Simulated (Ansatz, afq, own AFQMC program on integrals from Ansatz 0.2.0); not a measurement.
**AFQMC, coupled cluster and functionals along a coordinate of AlNH$_{2}$, triplet**

```
atom   x (Å)    y (Å)    z (Å)
  Al  0.0000  -0.0849   0.6205
   N  0.0000   0.0356  -1.1435
   H  0.0000   1.3500   1.3538
   H  0.0000   0.4271  -2.0731
```

One side is turned about Al1–N2. Energies in mEh count from this geometry (0.000 °) at the same level; the start stands on UHF, each point on the determinant named.

Basis cc-pVDZ. Noble-gas cores (and the filled d shells of Ga–Kr and In–Xe) are frozen. Ansatz 0.2.0 and our own AFQMC program on the same integrals; the CISD trial comes from CCSD amplitudes, and released means the phaseless constraint is let go. Error bars are statistical, one sigma.

Cautions, each for one point or more: lower spins were not checked.

```json
{"twist about Al1–N2 / °": "17.000", "det.": "UHF", "T1": "0.021", "weight": "0.90", "⟨S²⟩": "2.02", "CCSD(T)": "0.0", "ph-AFQMC/CISD": "0.2 ± 0.5", "released AFQMC": "0.0 ± 0.9", "CCSDT(Q)": "0.0", "r2SCAN": "0.0", "HF": "0.0"}
{"twist about Al1–N2 / °": "42.700", "det.": "UHF", "T1": "0.021", "weight": "0.90", "⟨S²⟩": "2.02", "CCSD(T)": "0.1", "ph-AFQMC/CISD": "1.0 ± 0.5", "released AFQMC": "0.3 ± 0.8", "CCSDT(Q)": "0.1", "r2SCAN": "0.2", "HF": "-0.1"}
{"twist about Al1–N2 / °": "73.600", "det.": "UHF", "T1": "0.021", "weight": "0.90", "⟨S²⟩": "2.02", "CCSD(T)": "0.5", "ph-AFQMC/CISD": "0.7 ± 0.6", "released AFQMC": "1.1 ± 0.7", "CCSDT(Q)": "0.5", "r2SCAN": "0.7", "HF": "0.1"}
{"twist about Al1–N2 / °": "120.000", "det.": "UHF", "T1": "0.020", "weight": "0.90", "⟨S²⟩": "2.02", "CCSD(T)": "2.1", "ph-AFQMC/CISD": "3.1 ± 0.4", "released AFQMC": "–", "CCSDT(Q)": "2.2", "r2SCAN": "2.6", "HF": "1.5"}
{"twist about Al1–N2 / °": "180.000", "det.": "UHF", "T1": "0.019", "weight": "0.90", "⟨S²⟩": "2.01", "CCSD(T)": "4.9", "ph-AFQMC/CISD": "5.2 ± 0.6", "released AFQMC": "–", "CCSDT(Q)": "4.9", "r2SCAN": "5.9", "HF": "4.3"}
```

Weight is that of the determinant in the CISD state; at the start T1 is 0.021 and the weight 0.90, and ⟨S²⟩ is 2.02. Symmetry can't show for every point that it stays on the start's state. A dash marks a missing value, a released energy that hasn't settled or a functional that sits on another state. Largest departures from CCSDT(Q), at the points where its series has closed: CCSD(T) 0.1 mEh at 180.000 (on UHF), ph-AFQMC/CISD 0.9 mEh at 120.000 (on UHF), released AFQMC 0.6 mEh at 73.600 (on UHF) (within the noise), HF -0.6 mEh at 120.000 (on UHF). The functionals aren't scored here. In this small basis the wave-function levels are far from their limit, so their gap to the functionals isn't the functionals' error.

Some points may be missing: those where a free walk finds a much lower state, and past Zn most of those on another determinant than at the start.

A walk keeps the symmetry of its determinant, which the program's search chose and which needn't be the lowest solution, so a lower state of the same spin and another symmetry isn't excluded. Released energies are given only where the last usable release times agree within the noise; a slower fall can still hide under it.
